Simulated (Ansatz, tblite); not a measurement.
# AlH2(OH) (AlH3O): a ladder of methods and basis sets

How do method and basis change the picture of AlH2(OH) (AlH3O) (singlet)?

The runs use Ansatz 0.2.0, Gaussian basis; as each input shows.

Levels to be run: GFN1-xTB, GFN2-xTB, PBE-D4/def2-TZVP, r2SCAN-D4/def2-TZVP, CAM-B3LYP-D4/def2-TZVP, B3LYP-D4/def2-TZVP, B97M-V/def2-TZVP, BHLYP-D4/def2-TZVP, ωB97X-V/def2-TZVP, ωB97M-V/def2-TZVP, revPBE-D4/def2-TZVP, PBE-D4/def2-SVP, PBE0-D4/def2-SVP, HF/STO-3G, PBE0-D4/def2-TZVPD, PBE-D4/def2-TZVPD, r2SCAN-D4/def2-TZVPD, CCSD(T)/def2-TZVPP, MP2/def2-TZVP, RPA/def2-TZVP, CCSD(T)/def2-TZVPD.

## (1) The relaxed structure

The singlet was relaxed beforehand with r2SCAN-D4/def2-TZVP.

5 atoms, charge 0, spin multiplicity 1.

Bond lengths: Al1–H2 1.583 Å, Al1–H3 1.576 Å, Al1–O4 1.697 Å, O4–H5 0.958 Å. Angles: H2–Al1–H3 124.4°, H2–Al1–O4 119.8°, H3–Al1–O4 115.7°, Al1–O4–H5 123.2°.

PBE0-D4/def2-TZVP was run before; its log isn't repeated, and its numbers join the tables.

## (2) GFN1-xTB

Tight binding, by tblite at 300 K electronic temperature and without a spin-polarisation term:

```python
tblite.interface.Calculator('GFN1-xTB', numbers, positions, charge=0, uhf=0).singlepoint()
```

Energy -208.2624 eV, HOMO -12.12 eV, LUMO -5.84 eV; 0.003 s.

## (3) GFN2-xTB

Tight binding, by tblite at 300 K electronic temperature and without a spin-polarisation term:

```python
tblite.interface.Calculator('GFN2-xTB', numbers, positions, charge=0, uhf=0).singlepoint()
```

Energy -183.0176 eV, HOMO -11.03 eV, LUMO -6.16 eV; 0.002 s.

## (4) PBE-D4/def2-TZVP

start.molden holds the orbitals of an earlier run on this state, given as this run's starting guess.

Contents of in.yaml:

```yaml
crystal:
  periodic: [false, false, false]
  atoms:
    - {symbol: Al, position_ang: [0.191628, 0.463025, -0.106073]}
    - {symbol: H, position_ang: [1.749349, 0.186542, -0.171388]}
    - {symbol: H, position_ang: [-0.473225, 1.873431, -0.332347]}
    - {symbol: O, position_ang: [-0.878374, -0.811341, 0.227439]}
    - {symbol: H, position_ang: [-0.589378, -1.711657, 0.382369]}
basis:
  gaussian: {orbitals: def2-TZVP, initial_orbitals: start.molden}
hamiltonian: {xc: pbe, dispersion: d4}
scf: {omitted_lower_state_checks: [starts]}
output: {forces: true, orbitals: {seedname: orbitals}}
```

On the command line:

```bash
$ ansatz run in.yaml --threads 4 --pin off --events-out ev --progress --plain --max-ram 3916MiB
```

The runs that follow: r2SCAN-D4/def2-TZVP; CAM-B3LYP-D4/def2-TZVP; B3LYP-D4/def2-TZVP; B97M-V/def2-TZVP; BHLYP-D4/def2-TZVP; ωB97X-V/def2-TZVP; ωB97M-V/def2-TZVP; revPBE-D4/def2-TZVP; PBE-D4/def2-SVP; PBE0-D4/def2-SVP; HF/STO-3G; PBE0-D4/def2-TZVPD; PBE-D4/def2-TZVPD; r2SCAN-D4/def2-TZVPD; CCSD(T)/def2-TZVPP; MP2/def2-TZVP; RPA/def2-TZVP; CCSD(T)/def2-TZVPD.

Before running them: what should the planned runs give, taken together? Wanted: gap in def2-TZVP, named functionals, smallest and largest; correlation energy, CCSD(T)/def2-TZVPP; correlation energy, MP2/def2-TZVP; correlation energy, CCSD(T)/def2-TZVPD; binding an atom, CCSD(T)/def2-TZVPP; PBE0 total energy, smallest basis above largest.

**Answer**, as computed:

```
                                                 quantity                                 value
gap in def2-TZVP, named functionals, smallest and largest  5.31 eV (PBE-D4), 11.77 eV (ωB97X-V)
                   correlation energy, CCSD(T)/def2-TZVPP                              -9.77 eV
                        correlation energy, MP2/def2-TZVP                              -8.75 eV
                   correlation energy, CCSD(T)/def2-TZVPD                              -9.62 eV
                      binding an atom, CCSD(T)/def2-TZVPP                              3.102 eV
          PBE0 total energy, smallest basis above largest        5.05 eV (def2-SVP, def2-TZVPD)
```

In words: Orbital gaps of the named functionals in def2-TZVP span 5.31 eV (PBE-D4) to 11.77 eV (ωB97X-V); exact exchange widens it. A small miss in a minimal or small basis is a cancelling of errors, not accuracy. The functionals in def2-TZVP miss CCSD(T)/def2-TZVPP by -0.050 (BHLYP-D4) to +0.094 eV (B97M-V) an atom. The reference is CCSD(T) in one finite basis, so it carries an error of its own, often a tenth of an eV or more, and near misses can't be ranked.
